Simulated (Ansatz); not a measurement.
A calculation with Ansatz (development build ahead of 0.2.0).

```yaml
crystal:
  periodic: [false, false, false]
  atoms:
    - { symbol: "N", position_ang: [0.0, 0.0, -0.51041] }
    - { symbol: "N", position_ang: [0.0, 0.0, 0.51041] }
basis:
  gaussian: { orbitals: def2-TZVP }
total_charge: 1
magnetization:
  spin_polarized: true
  initial_magnetization: 1
hamiltonian:
  xc: hf
correlation:
  method: mp2
  frozen_orbitals: { "N": 1 }
```

The input is written out in the form of the current development build from the run's settings.

Results

| Item | Value |
| --- | --- |
| Converged | yes |
| Reference energy | -108.41685 hartree |
| Correlation energy | -0.30398 hartree |
| Total energy | -108.72083 hartree |
| Spin squared of the determinant | 0.901 |

Caution: the unrestricted determinant is spin contaminated; MP2 on this radical cation hangs on the determinant chosen.
